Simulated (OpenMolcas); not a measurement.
# How basis sets differ on SO2 (SMILES O=S=O)

SO2: 3 atoms, total charge 0, spin state singlet. SMILES: `O=S=O`. The coordinates come from a PBE0-D4/def2-TZVP relaxation.

```jsonl
{"atom": "O", "x (Å)": "-0.9744", "y (Å)": "0.6459", "z (Å)": "-0.4595"}
{"atom": "S", "x (Å)": "0.2695", "y (Å)": "0.3574", "z (Å)": "0.1868"}
{"atom": "O", "x (Å)": "0.7049", "y (Å)": "-1.0033", "z (Å)": "0.2727"}
```

Each level gives the dipole moment (D). The values are calculated.

**What was measured.** NIST CCCBDB gives the dipole moment of the gas as 1.63 D.

| level | kind | program | value (D) | computed − measured | CPU time |
| --- | --- | --- | --- | --- | --- |
| HF/ANO-RCC-MB (DKH2) | Hartree–Fock | OpenMolcas | 2.20 | +0.57 | 3.2 s |
| HF/ANO-S-MB | Hartree–Fock | OpenMolcas | 2.12 | +0.49 | 1.8 s |
| HF/STO-3G | Hartree–Fock | OpenMolcas | 1.76 | +0.13 | 1.6 s |
| HF/3-21G | Hartree–Fock | OpenMolcas | 2.56 | +0.93 | 1.6 s |
| HF/def2-TZVPP | Hartree–Fock | OpenMolcas | 2.11 | +0.48 | 11 s |

Nearest: HF/STO-3G (+0.13 D); farthest: HF/3-21G (+0.93 D). The measured dipole is a vibrational average, so differences of a few hundredths of a debye mean little. Sets without polarisation functions give poor dipoles. CPU times are rough (shared hosts, several kinds of processor): they show what a rung costs within a factor of a few.
